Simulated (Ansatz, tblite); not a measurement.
**AsSbSbSb tetrahedron (Sb₃As): one state, many levels**

The task here is to estimate one member of a computed series from the others.

The runs use Ansatz 0.2.0, Gaussian basis; as each input shows.

The runs, in order: GFN1-xTB, GFN2-xTB, PBE-D4/def2-TZVP, r2SCAN-D4/def2-TZVP, BHLYP-D4/def2-TZVP, PBE-QIDH/def2-TZVP, ωB97M-V/def2-TZVP, revPBE-D4/def2-TZVP, LDA/def2-TZVP, B97M-V/def2-TZVP, B2PLYP/def2-TZVP, PBE-D4/def2-SVP, PBE0-D4/def2-SVP, CCSD(T)/def2-SVP, MP2/def2-TZVP, RPA/def2-TZVP.

## The geometry

The geometry is that of the singlet, from an earlier relaxation (PBE-D4/def2-SVP).

4 atoms, charge 0, spin multiplicity 1.

Bond lengths: As1–Sb2 2.681 Å, As1–Sb3 2.681 Å, As1–Sb4 2.681 Å. Angles: Sb2–As1–Sb3 64.2°, Sb2–As1–Sb4 64.2°, Sb3–As1–Sb4 64.2°.

Sb takes a core potential in the def2 sets. No spin-orbit coupling is included.

PBE0-D4/def2-TZVP was run before; its log isn't repeated, and its numbers join the tables.

Set-up of the first run:

Tight binding, by tblite at 300 K electronic temperature and without a spin-polarisation term:

```python
tblite.interface.Calculator('GFN1-xTB', numbers, positions, charge=0, uhf=0).singlepoint()
```

Tight binding, by tblite at 300 K electronic temperature and without a spin-polarisation term:

```python
tblite.interface.Calculator('GFN2-xTB', numbers, positions, charge=0, uhf=0).singlepoint()
```

start.molden holds the orbitals of an earlier run on this state, given as this run's starting guess.

in.yaml reads:

```yaml
crystal:
  periodic: [false, false, false]
  atoms:
    - {symbol: As, position_ang: [1.255165, 0.729160, 0.641576]}
    - {symbol: Sb, position_ang: [-1.225865, 1.190118, -0.262960]}
    - {symbol: Sb, position_ang: [0.506641, -0.710576, -1.492201]}
    - {symbol: Sb, position_ang: [-0.535931, -1.208702, 1.113595]}
basis:
  gaussian: {orbitals: def2-TZVP, initial_orbitals: start.molden}
hamiltonian: {xc: pbe, dispersion: d4}
scf: {omitted_lower_state_checks: [starts]}
output: {orbitals: {seedname: orbitals}}
```

On the command line:

```
> ansatz run in.yaml --threads 4 --pin off --events-out ev --progress --plain --max-ram 3916MiB
```

Among the steps run: PBE-D4/def2-TZVP; r2SCAN-D4/def2-TZVP; BHLYP-D4/def2-TZVP; PBE-QIDH/def2-TZVP; ωB97M-V/def2-TZVP; revPBE-D4/def2-TZVP; LDA/def2-TZVP; B97M-V/def2-TZVP; B2PLYP/def2-TZVP; PBE-D4/def2-SVP; PBE0-D4/def2-SVP; CCSD(T)/def2-SVP; MP2/def2-TZVP; RPA/def2-TZVP.

One of the session's tables, all rows but one given; the rest of the session is left out.

```
              level  HOMO (eV)  LUMO (eV)  gap (eV)
      LDA/def2-TZVP      -5.69      -2.39      3.30
    PBE-D4/def2-SVP      -5.47      -2.10      3.37
   PBE-D4/def2-TZVP      -5.50      -2.17      3.33
revPBE-D4/def2-TZVP      -5.44      -2.10      3.34
r2SCAN-D4/def2-TZVP      -5.74      -2.12      3.62
   B97M-V/def2-TZVP      -5.56      -1.95      3.61
   PBE0-D4/def2-SVP      -6.35      -1.54      4.81
  PBE0-D4/def2-TZVP      -6.34      -1.58      4.75
 BHLYP-D4/def2-TZVP      -6.96      -0.87      6.09
  ωB97M-V/def2-TZVP          ?          ?         ?
```

Estimate the missing values for ωB97M-V/def2-TZVP.

As computed: HOMO (eV): -8.08; LUMO (eV): -0.01; gap (eV): 8.06. In the column «HOMO (eV)» it is the lowest.
